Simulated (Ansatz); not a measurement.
`C=COC` + H• → `[CH2]OC=C`• + H₂ at 600 K and 1 bar (hydrogen abstraction from a C–H bond).

Program: Ansatz. Geometries: PBE0-D4/def2-TZVP. ΔE: electronic, gas phase. CCSD(T)/CBS adds triple-zeta CCSD(T) − MP2 to the extrapolated MP2 energy (def2 sets, frozen cores). This one scheme is used for every species, atoms too. Open shells (•) are unrestricted, without spin–orbit coupling. Each species was taken in one conformer, which may not be the lowest.

```json
{"species": "`C=COC`", "CCSD(T)/CBS energy (Eh)": "-192.89987", "H − E (kJ/mol)": "270.0", "S (J/(mol·K))": "353.5"}
{"species": "H•", "CCSD(T)/CBS energy (Eh)": "-0.50000", "H − E (kJ/mol)": "12.5", "S (J/(mol·K))": "129.3"}
{"species": "`[CH2]OC=C`•", "CCSD(T)/CBS energy (Eh)": "-192.22876", "H − E (kJ/mol)": "231.9", "S (J/(mol·K))": "368.6"}
{"species": "H₂", "CCSD(T)/CBS energy (Eh)": "-1.17544", "H − E (kJ/mol)": "43.9", "S (J/(mol·K))": "150.8"}
```

H − E and S are ideal-gas, rigid-rotor, harmonic terms from PBE0-D4/def2-TZVP, for one conformer and one mirror image of each species, with the whole ground term of open shells counted as degenerate. The MP2-based limit puts H₂ 0.8 mEh under its directly extrapolated value; such offsets cancel only in part. 1 Eh = 2625.50 kJ/mol, R = 8.31446 J/(mol·K).

**Question.** By hand: ΔE, ΔH, ΔS and ΔG.

**Answer.** ΔE = (-192.22876) + (-1.17544) − (-192.89987) − (-0.50000) = -0.00433 Eh = -11.4 kJ/mol. Δ(H − E) = 231.9 + 43.9 − 270.0 − 12.5 = -6.7, so ΔH = -18.1 kJ/mol. ΔS = 368.6 + 150.8 − 353.5 − 129.3 = 36.6 J/(mol·K). ΔG = -18.1 − 600 × (36.6)/1000 = -40.1 kJ/mol.

**Question.** By hand: the equilibrium constant, and the temperature at which ΔG would vanish if ΔH and ΔS stayed fixed.

**Answer.** log₁₀ K = −ΔG/(RT ln 10) = 3.5. ΔH and −TΔS have one sign here, so there is no such temperature.

TΔS isn't small against ΔH here. A doubt of 5 kJ/mol in ΔE shifts log₁₀ K by 0.4 here. Other conformers and mirror images would add mixing entropy, several J/(mol·K) or more a flexible species. These are equilibria of isolated gas molecules and say nothing of rates. Largest T1 diagnostic: 0.018 (customary marks: 0.02 for closed shells, 0.045 for open ones).
